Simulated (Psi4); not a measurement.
# HS− (hydrosulfide): DSD-PBEP86/aug-cc-pVTZ (density fitting for correlation)

What is the energy change on altering one bond length of HS− (hydrosulfide) at DSD-PBEP86/aug-cc-pVTZ (density fitting for correlation)? Input form: a Python script.

The calculation is run with Psi4 1.11.

### Step 1. The molecule

HS− has 2 atoms, charge -1, and is taken as a singlet. SMILES: `[SH-]`. The coordinates come from a PBE0-D4/def2-TZVPD relaxation.

Bond lengths: S1–H2 1.346 Å.

### Step 2. The energy at DSD-PBEP86/aug-cc-pVTZ (density fitting for correlation)

Input file hs.xyz:

```xyz
2
HS
S      0.574700    -0.187900     0.295500
H     -0.574700     0.187900    -0.295500
```

Input file calc.py:

```python
import psi4

psi4.set_memory('1600 MB')
psi4.set_num_threads(1)
psi4.set_output_file('hs.out', False)

with open('hs.xyz') as f:
    atoms = ''.join(f.readlines()[2:])
geom = psi4.geometry('-1 1\n' + atoms + 'symmetry c1\nno_reorient\nno_com')

psi4.set_options({
    'puream': True,
    'e_convergence': 1e-09,
    'd_convergence': 1e-08,
    'scf_type': 'pk',
    'dft_radial_points': 99,
    'dft_spherical_points': 590,
    'num_frozen_docc': 5,
})

e = psi4.energy("dsd-pbep86/aug-cc-pVTZ", molecule=geom)
print('E =', round(e, 9))
for k, v in sorted(psi4.core.scalar_variables().items()):
    print(f'{k:45s} {v:18.10f}')
```

Command:

```bash
python calc.py
```

hs.out:

```text
[...]
  Running in c1 symmetry.
[...]
  Nuclear repulsion =    6.290522543643841
[...]
  Multiplicity = 1
[...]
  Nalpha       = 9
  Nbeta        = 9
[...]
    Number of basis functions: 73
[...]
   @RKS iter   1:  -398.33274485376296   -3.52567e-01   5.30842e-03 ADIIS/DIIS
[...]
   @RKS iter  10:  -398.43513785183723   -1.70530e-12   1.48459e-09 DIIS
[...]
    Orbital Energies [Eh]
    ---------------------
    Doubly Occupied:
       1A    -90.592324     2A     -8.317501     3A     -6.093622
       4A     -6.090189     5A     -6.090189     6A     -0.573003
       7A     -0.213761     8A     -0.064082     9A     -0.064082
[...]
  @RKS Final Energy:  -398.43513785183723
   => Energetics <=
    Nuclear Repulsion Energy =              6.2905225436438412
    One-Electron Energy =                -567.9795656162735895
    Two-Electron Energy =                 170.6911085867895395
    DFT Exchange-Correlation Energy =      -7.4372033659970542
    Empirical Dispersion Energy =           0.0000000000000000
    VV10 Nonlocal Energy =                  0.0000000000000000
    Total Energy =                       -398.4351378518372258
[...]
 Multipole Moments:
 ------------------------------------------------------------------------------------
     Multipole            Electronic (a.u.)      Nuclear  (a.u.)        Total (a.u.)
 ------------------------------------------------------------------------------------
 L = 1.  Multiply by 2.5417464519 to convert [e a0] to [Debye]
 Dipole X            :        -17.4617306           16.2903841           -1.1713466
 Dipole Y            :          5.7091686           -5.3261931            0.3829755
 Dipole Z            :         -8.9784956            8.3762111           -0.6022845
 Magnitude           :                                                    1.3716667
[...]
```

Standard output:

```text
E = -398.542034597
CURRENT ENERGY                                   -398.5420345967
CURRENT REFERENCE ENERGY                         -398.4351378518
DD SOLVATION ENERGY                                 0.0000000000
DFT FUNCTIONAL TOTAL ENERGY                      -398.4351378518
DFT TOTAL ENERGY                                 -398.5420345967
DFT VV10 ENERGY                                     0.0000000000
DFT XC ENERGY                                      -7.4372033660
DOUBLE-HYBRID CORRECTION ENERGY                    -0.1068967448
DSD-PBEP86 DOUBLE-HYBRID CORRECTION ENERGY         -0.1068967448
DSD-PBEP86 TOTAL ENERGY                          -398.5420345967
GRID ELECTRONS ALPHA                                9.0000001503
GRID ELECTRONS BETA                                 9.0000001503
GRID ELECTRONS TOTAL                               18.0000003006
NUCLEAR REPULSION ENERGY                            6.2905225436
ONE-ELECTRON ENERGY                              -567.9795656163
PCM POLARIZATION ENERGY                             0.0000000000
PE ENERGY                                           0.0000000000
SCF ITERATION ENERGY                             -398.4351378518
SCF ITERATIONS                                     10.0000000000
SCF TOTAL ENERGY                                 -398.4351378518
TWO-ELECTRON ENERGY                               170.6911085868
XC GRID RADIAL POINTS                              99.0000000000
XC GRID SPHERICAL POINTS                          590.0000000000
XC GRID TOTAL POINTS                           114129.0000000000
```

Run time: 4.2 s. Hardware: 1 thread of Intel Xeon 6975P-C (Granite Rapids), shared host; peak memory 0.69 GiB.

### Step 3. The distorted shape

Input file job.py:

```python
import psi4

psi4.set_memory('1600 MB')
psi4.set_num_threads(1)
psi4.core.set_output_file('psi4.out', False)

geom = psi4.geometry("""
-1 1
S      0.919557    -0.300652     0.472819
H     -0.574700     0.187900    -0.295500
symmetry c1
no_reorient
no_com
""")

psi4.set_options({
    'puream': True,
    'e_convergence': 1e-09,
    'd_convergence': 1e-08,
    'scf_type': 'pk',
    'dft_radial_points': 99,
    'dft_spherical_points': 590,
    'num_frozen_docc': 5,
})

result, w = psi4.energy("dsd-pbep86/aug-cc-pVTZ", molecule=geom, return_wfn=True)
print(f'dsd-pbep86/aug-cc-pVTZ energy: {result:.10f} Eh')
for k, v in sorted(psi4.core.scalar_variables().items()):
    print(f'{k:45s} {v:18.10f}')
```

Command:

```bash
python job.py
```

psi4.out:

```text
[...]
  Running in c1 symmetry.
[...]
  Nuclear repulsion =    4.838743782838086
[...]
  Multiplicity = 1
[...]
  Nalpha       = 9
  Nbeta        = 9
[...]
    Number of basis functions: 73
[...]
   @RKS iter   1:  -398.25958181507269   -4.44430e-01   5.69881e-03 DIIS/ADIIS
[...]
   @RKS iter  10:  -398.39140864162511   -7.16227e-12   2.86941e-09 DIIS
[...]
    Orbital Energies [Eh]
    ---------------------
    Doubly Occupied:
       1A    -90.624657     2A     -8.344345     3A     -6.120974
       4A     -6.116247     5A     -6.116247     6A     -0.541484
       7A     -0.174751     8A     -0.071850     9A     -0.071850
[...]
  @RKS Final Energy:  -398.39140864162511
   => Energetics <=
    Nuclear Repulsion Energy =              4.8387437828380859
    One-Electron Energy =                -564.8400778459799767
    Two-Electron Energy =                 169.0199120958271521
    DFT Exchange-Correlation Energy =      -7.4099866743103489
    Empirical Dispersion Energy =           0.0000000000000000
    VV10 Nonlocal Energy =                  0.0000000000000000
    Total Energy =                       -398.3914086416251052
[...]
 Multipole Moments:
 ------------------------------------------------------------------------------------
     Multipole            Electronic (a.u.)      Nuclear  (a.u.)        Total (a.u.)
 ------------------------------------------------------------------------------------
 L = 1.  Multiply by 2.5417464519 to convert [e a0] to [Debye]
 Dipole X            :        -28.2431505           26.7173486           -1.5258019
 Dipole Y            :          9.2341851           -8.7353195            0.4988656
 Dipole Z            :        -14.5220994           13.7375606           -0.7845388
 Magnitude           :                                                    1.7867399
[...]
```

The script printed:

```text
dsd-pbep86/aug-cc-pVTZ energy: -398.5012052624 Eh
CURRENT ENERGY                                   -398.5012052624
CURRENT REFERENCE ENERGY                         -398.3914086416
DD SOLVATION ENERGY                                 0.0000000000
DFT FUNCTIONAL TOTAL ENERGY                      -398.3914086416
DFT TOTAL ENERGY                                 -398.5012052624
DFT VV10 ENERGY                                     0.0000000000
DFT XC ENERGY                                      -7.4099866743
DOUBLE-HYBRID CORRECTION ENERGY                    -0.1097966207
DSD-PBEP86 DOUBLE-HYBRID CORRECTION ENERGY         -0.1097966207
DSD-PBEP86 TOTAL ENERGY                          -398.5012052624
GRID ELECTRONS ALPHA                                9.0000001768
GRID ELECTRONS BETA                                 9.0000001768
GRID ELECTRONS TOTAL                               18.0000003536
NUCLEAR REPULSION ENERGY                            4.8387437828
ONE-ELECTRON ENERGY                              -564.8400778460
PCM POLARIZATION ENERGY                             0.0000000000
PE ENERGY                                           0.0000000000
SCF ITERATION ENERGY                             -398.3914086416
SCF ITERATIONS                                     10.0000000000
SCF TOTAL ENERGY                                 -398.3914086416
TWO-ELECTRON ENERGY                               169.0199120958
XC GRID RADIAL POINTS                              99.0000000000
XC GRID SPHERICAL POINTS                          590.0000000000
XC GRID TOTAL POINTS                           114235.0000000000
```

It took 4.2 s on 1 thread of Intel Xeon 6975P-C (Granite Rapids), shared host; peak memory 0.68 GiB.

### Step 4. Summary of results

Level: DSD-PBEP86/aug-cc-pVTZ (density fitting for correlation), 5 core orbitals frozen.

| quantity | value |
| --- | --- |
| first shape: total energy | -398.54203 Eh |
| first shape: HOMO energy (SCF part's orbitals) | -1.74 eV |
| first shape: LUMO energy (SCF part's orbitals) | 4.00 eV |
| first shape: HOMO–LUMO gap (to an unbound level, set by the basis) | 5.75 eV |
| distorted shape: total energy | -398.50121 Eh |
| distorted shape: HOMO energy (SCF part's orbitals) | -1.96 eV |
| distorted shape: LUMO energy (SCF part's orbitals) | 4.00 eV |
| distorted shape: HOMO–LUMO gap (to an unbound level, set by the basis) | 5.95 eV |
| energy change with the S1–H2 bond stretched from 1.346 to 1.750 Å | 1.111 eV |

In words: With the S1–H2 bond stretched from 1.346 to 1.750 Å the energy rises by 1.11 eV (107 kJ/mol). The first shape isn't relaxed at this level, so the change isn't measured from a minimum.
